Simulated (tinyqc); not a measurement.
Inside a calculation. Method: CIS on RHF in the sto-3g basis, frozen core, for H2O, spin multiplicity 1. One step of it, computed by the program tinyqc.

Question. CIS singlet states. Diagonalise A (1 hartree = 27.211386 eV); each vector has its largest component positive (the first on a tie). The transition dipole is mu = sqrt2 sum c_ia <i|r|a>.

CIS matrix A, singlet (hartree):
```
          2>6        2>7        3>6       3>7       4>6        4>7       5>6       5>7
2>6  1.558839   0.000000   0.000000  0.055371  0.056627   0.000000  0.000000  0.000000
2>7  0.000000   1.610485  -0.028848  0.000000  0.000000  -0.021480  0.000000  0.000000
3>6  0.000000  -0.028848   0.879453  0.000000  0.000000   0.038986  0.000000  0.000000
3>7  0.055371   0.000000   0.000000  1.149121  0.096259   0.000000  0.000000  0.000000
4>6  0.056627   0.000000   0.000000  0.096259  0.694818   0.000000  0.000000  0.000000
4>7  0.000000  -0.021480   0.038986  0.000000  0.000000   0.796763  0.000000  0.000000
5>6  0.000000   0.000000   0.000000  0.000000  0.000000   0.000000  0.554174  0.000000
5>7  0.000000   0.000000   0.000000  0.000000  0.000000   0.000000  0.000000  0.633632
```

dipole integrals <i|r|a> (bohr):
```
            x          y          z
2>6  0.000000   0.000000  -0.136306
2>7  0.000000  -0.167893   0.000000
3>6  0.000000  -0.793594   0.000000
3>7  0.000000   0.000000  -0.611930
4>6  0.000000   0.000000  -0.424289
4>7  0.000000  -0.611422   0.000000
5>6  0.073920   0.000000   0.000000
5>7  0.000000   0.000000   0.000000
```

Give: singlet excitation energies; lowest vectors; oscillator strengths 2/3 w |mu|^2.

Answer.

singlet excitation energies (eV): 15.0799  17.2420  18.3135  21.2568  24.3067  31.5126  42.7682  43.8722

lowest vectors:
```
     state 1  state 2  state 3  state 4  state 5  state 6
2>6   0.0000   0.0000  -0.0506   0.0000   0.0000  -0.1598
2>7   0.0000   0.0000   0.0000   0.0114   0.0483   0.0000
3>6   0.0000   0.0000   0.0000  -0.3658   0.9298   0.0000
3>7   0.0000   0.0000  -0.1923   0.0000   0.0000   0.9702
4>6   0.0000   0.0000   0.9800   0.0000   0.0000   0.1821
4>7   0.0000   0.0000   0.0000   0.9306   0.3649   0.0000
5>6   1.0000   0.0000   0.0000   0.0000   0.0000   0.0000
5>7   0.0000   1.0000   0.0000   0.0000   0.0000   0.0000
```

oscillator strengths 2/3 w |mu|^2: 0.0040  0.0000  0.0761  0.0820  1.1185  0.6507
